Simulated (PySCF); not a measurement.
First SCF of a structure search on singlet [B3]+, at a hand-made linear chain geometry. PySCF input:

```python
from pyscf import gto, scf, dft
mol = gto.M(atom='''
B      0.000000     0.000000     0.000000
B      0.000000     0.000000     1.615000
B      0.000000     0.000000    -1.615000''',
    basis={'B': 'def2-TZVP'},
    charge=1, spin=0)
mf = dft.RKS(mol, xc='PBE0')
mf.grids.atom_grid = (50, 194)
aux = {'B': 'def2-universal-JKFIT'}
mf = mf.density_fit(auxbasis=aux)
mf.conv_tol = 1e-08
mf.diis_space = 10
mf.max_cycle = 60
mf.init_guess = 'minao'
mf.verbose = 4
mf.kernel()
```

Excerpt of the output (cycles and frontier levels):

```
init E= -74.2614409772255
cycle= 1 E= -73.6960062308585  delta_E= 0.565  |g|= 0.205  |ddm|= 1.57
  HOMO = -0.525329484183018  LUMO = -0.469839125518477  gap/eV = 1.50997
cycle= 2 E= -73.7183451338978  delta_E= -0.0223  |g|= 0.0803  |ddm|= 0.551
  HOMO = -0.497213462105999  LUMO = -0.433958123829479  gap/eV = 1.72127
cycle= 3 E= -73.7204054187333  delta_E= -0.00206  |g|= 0.0152  |ddm|= 0.16
  HOMO = -0.491410749137006  LUMO = -0.431102519527027  gap/eV = 1.64107
cycle= 4 E= -73.7204366275861  delta_E= -3.12e-05  |g|= 0.0119  |ddm|= 0.032
  HOMO = -0.492904733930005  LUMO = -0.431020706718774  gap/eV = 1.68395
cycle= 5 E= -73.7204956931178  delta_E= -5.91e-05  |g|= 0.000643  |ddm|= 0.0122
  HOMO = -0.4928200066903  LUMO = -0.431076175438895  gap/eV = 1.68014
cycle= 6 E= -73.7204958795878  delta_E= -1.86e-07  |g|= 3.17e-05  |ddm|= 0.0019
  HOMO = -0.492834560083465  LUMO = -0.43108917391114  gap/eV = 1.68018
cycle= 7 E= -73.7204958807766  delta_E= -1.19e-09  |g|= 9.07e-06  |ddm|= 0.000123
  HOMO = -0.492832015063727  LUMO = -0.431089568323539  gap/eV = 1.68010
Extra cycle  E= -73.7204958807815  delta_E= -4.99e-12  |g|= 8.93e-06  |ddm|= 2.96e-05
converged SCF energy = -73.7204958807815
```

No lower solution of this spin was found from smeared starts or by a stability analysis within the restricted form, which does not test spin polarisation.

At the minimum of this search the closed-shell solution is unstable towards spin polarisation, so a lower open-shell solution exists.

The search for the lowest solution, 3 starts and the stability check together, took 3.2 s on 2 threads of a shared Arm Neoverse V2 host, with 93 basis functions; the process peaked at 0.36 GiB. Launch command: `OMP_NUM_THREADS=2 python axn.py task.json out`.
